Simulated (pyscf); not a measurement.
HO–Ga(OH)–F + HF -> HO–Ga(OH)–F + HF (four-centre exchange; singlet surface; F–Ga, F–H broken, F–Ga, F–H formed). Structures and frequencies: ωB97X-D3(BJ)/def2-SVP in PySCF. Energies in eV from the separated reactants.

| level | barrier | reaction energy |
|---|---|---|
| ωB97X-D3(BJ)/def2-TZVP | -0.35 | 0.00 |
| PBE/def2-TZVP | ? | 0.00 |
| B3LYP-D3(BJ)/def2-TZVP | -0.32 | 0.00 |
| M06-2X/def2-TZVP | -0.46 | 0.00 |
| ωB97M-D3(BJ)/def2-TZVP | ? | 0.00 |
| HF/def2-TZVP | 0.08 | 0.00 |

Problem. Some entries are withheld; supply them.

Solution. 
- PBE/def2-TZVP, barrier: -0.40
- ωB97M-D3(BJ)/def2-TZVP, barrier: -0.33

On the reactant side the descent ends in an adduct with a F–Ga contact, 0.51 eV under the separated species and 0.16 eV under the saddle at ωB97X-D3(BJ)/def2-TZVP. On the product side the descent ends in an adduct with a F–Ga contact, 0.51 eV under the separated species and 0.16 eV under the saddle at ωB97X-D3(BJ)/def2-TZVP. At ωB97X-D3(BJ)/def2-TZVP, PBE, B3LYP-D3(BJ), M06-2X, ωB97M-D3(BJ) the saddle lies under the separated reactants, which points to a path from their complex (located at ωB97X-D3(BJ) alone). At ωB97X-D3(BJ)/def2-TZVP, PBE, B3LYP-D3(BJ), M06-2X, ωB97M-D3(BJ) the saddle lies under the separated products, which points to a path from their complex (located at ωB97X-D3(BJ) alone). What is counted as formed (F–Ga) is already present as a longer contact in the reactant adduct; forming that adduct is a step of its own. What is counted as broken (F–Ga) persists as a longer contact in the product adduct; parting that adduct is a step of its own. One saddle was located; it need not be the lowest between these sides. Elements up to Kr have no core potential and no relativistic terms here.
